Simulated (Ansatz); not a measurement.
**SiH₃Cl: energies up the ladder**

The task here is to estimate one member of a computed series from the others.

Method: the levels named in each step, in Ansatz 0.2.0.

**The structure to begin with**

Bond lengths: Si1–Cl2 2.010 Å, Si1–H3 1.458 Å, Si1–H4 1.460 Å, Si1–H5 1.458 Å. Angles: Cl2–Si1–H3 108.2°, Cl2–Si1–H4 108.1°, Cl2–Si1–H5 108.2°, H3–Si1–H4 110.8°, H3–Si1–H5 110.7°, H4–Si1–H5 110.8°.

Coordinates:

```xyz
5

Si   -1.0482   -0.0466   -0.0363
Cl    0.9585    0.0425    0.0332
H    -1.4253   -1.0429   -1.0313
H    -1.5471    1.2733   -0.4097
H    -1.5328   -0.4279    1.2846
```

The first run:

input.yaml reads:

```yaml
crystal:
  periodic: [false, false, false]
  atoms:
    - { symbol: Si, position_ang: [-1.04701395, -0.04588209, -0.03635299] }
    - { symbol: Cl, position_ang: [1.00331375, 0.04379882, 0.03494482] }
    - { symbol: H, position_ang: [-1.43932432, -1.05563365, -1.04529607] }
    - { symbol: H, position_ang: [-1.56378622, 1.2887688, -0.41467617] }
    - { symbol: H, position_ang: [-1.54819927, -0.43246187, 1.30187041] }
basis:
  gaussian: { orbitals: def2-TZVPP }
hamiltonian:
  xc: pbe0
  dispersion: d4
phonons: {}
```

Launch:

```
$ ansatz run input.yaml --threads 4 --pin off --max-ram 10240MiB --backend cpu --events-out ev --progress --plain --runs-dir out
```

Steps of the session up to this table: Frequencies, PBE0-D4/def2-TZVPP; Single point, PBE-D4/def2-TZVPP; Single point, r2SCAN-D4/def2-TZVPP; Single point, B3LYP-D4/def2-TZVPP; Single point, wB97M-V/def2-TZVPP; Single point, B2PLYP/def2-TZVPP; Single point, LDA/def2-TZVPP; Single point, PBE0-D4/def2-SVP; Single point, PBE-D4/def2-SVP; Single point, CCSD(T)/def2-TZVPP; Single point, CCSD(T)/def2-QZVPP; The cation of multiplicity 2 at the same geometry, PBE0-D4/def2-TZVPP; The cation of multiplicity 2 at the same geometry, PBE-D4/def2-TZVPP; The cation of multiplicity 2 at the same geometry, r2SCAN-D4/def2-TZVPP; The cation of multiplicity 2 at the same geometry, B3LYP-D4/def2-TZVPP; The cation of multiplicity 2 at the same geometry, wB97M-V/def2-TZVPP; The cation of multiplicity 2 at the same geometry, B2PLYP/def2-TZVPP; The cation of multiplicity 2 at the same geometry, CCSD(T)/def2-TZVPP; The cation of multiplicity 2 at the same geometry, CCSD(T)/def2-QZVPP.

One of the session's tables, all rows but one given; the rest of the session is left out.

```
               level  vertical ionisation energy (eV)
   PBE-D4/def2-TZVPP                           11.138
r2SCAN-D4/def2-TZVPP                                ?
 B3LYP-D4/def2-TZVPP                           11.463
  wB97M-V/def2-TZVPP                           11.644
   B2PLYP/def2-TZVPP                           11.588
  CCSD(T)/def2-TZVPP                           11.706
  CCSD(T)/def2-QZVPP                           11.817
         CCSD(T)/CBS                           11.907
```

Q: Estimate the row for r2SCAN-D4/def2-TZVPP from the others.

As computed: vertical ionisation energy (eV): 11.330. In the column «vertical ionisation energy (eV)» it lies between PBE-D4/def2-TZVPP (11.138) and B3LYP-D4/def2-TZVPP (11.463).

Caveats from the session: A T1 diagnostic of 0.048 (charge +1) lies over the usual mark for one of the runs, a hint of some multireference character there.
